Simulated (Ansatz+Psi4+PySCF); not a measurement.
# doublet H2NO: levels of theory in one basis

```yaml
atoms:
  - { symbol: N, position_ang: [0.0191, 0.0196, -0.0123] }
  - { symbol: H, position_ang: [0.8644, -0.0253, -0.5352] }
  - { symbol: H, position_ang: [-0.8885, -0.0200, -0.5075] }
  - { symbol: O, position_ang: [0.0023, -0.0262, 1.2656] }
```

Basis set: cc-pVTZ (spherical functions). Left uncorrelated: 2 orbitals. Correlation on ROHF uses semicanonical orbitals with singles. Charge 0, multiplicity 2.

Computed with Ansatz (development build ahead of 0.2.0) and Psi4 1.11; each method stands on the lowest determinant of its kind that the runs found.

```json
{"method": "ROHF", "E − E(ROHF) (eV)": "0.00", "<S²> of the determinant": "0.75"}
{"method": "UHF", "E − E(ROHF) (eV)": "-0.23", "<S²> of the determinant": "0.77"}
{"method": "UHF-MP2", "E − E(ROHF) (eV)": "-11.78", "<S²> of the determinant": "0.77"}
```

Task: What does ROHF-MP2 give on the same scale?

Result: -11.84 eV.
